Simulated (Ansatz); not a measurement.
Conformers of C₄H₆O (`C#CCOC`), each relaxed with PBE0-D4/def2-TZVP in Ansatz. CBS adds the triple-zeta coupled-cluster correction to the MP2 limit.

Not all of them had a frequency check.

Conformer A:

```xyz
11

C     2.550   -1.361   -0.057
C     1.455   -0.907    0.125
C     0.126   -0.376    0.371
O    -0.197    0.597   -0.589
C    -1.477    1.126   -0.375
H     3.522   -1.761   -0.223
H    -0.605   -1.200    0.346
H     0.089    0.054    1.384
H    -2.252    0.348   -0.438
H    -1.656    1.868   -1.152
H    -1.554    1.612    0.608
```

Conformer B:

```xyz
11

C     1.473   -1.838    0.132
C     0.505   -1.186    0.410
C    -0.671   -0.385    0.744
O    -1.181    0.351   -0.335
C    -0.305    1.356   -0.779
H     2.328   -2.422   -0.117
H    -0.421    0.280    1.585
H    -1.476   -1.046    1.076
H     0.637    0.936   -1.150
H    -0.081    2.071    0.024
H    -0.808    1.881   -1.592
```

Q: Which is lowest in electronic energy at CCSD(T)/CBS (frozen core, def2 sets), and by how much? (Estimate.)

A: Computed: B; A lies 4.6 kJ/mol higher.

Q: Give the energies relative to B (kJ/mol) with r2SCAN-D4/def2-TZVPP, r2SCAN/def2-TZVPP, PBE0/def2-TZVPP, B3LYP/def2-TZVPP, HF/def2-TZVPP, CCSD/def2-TZVPP, HF/CBS(def2). (Best estimate.)

A: Computed: 
| level | A |
| --- | --- |
| r2SCAN-D4/def2-TZVPP | 5.2 |
| r2SCAN/def2-TZVPP | 4.9 |
| PBE0/def2-TZVPP | 3.9 |
| B3LYP/def2-TZVPP | 3.0 |
| HF/def2-TZVPP | 2.2 |
| CCSD/def2-TZVPP | 4.3 |
| HF/CBS(def2) | 2.0 |

B3LYP here is the variant with VWN-RPA as its local correlation; programs differ in this.
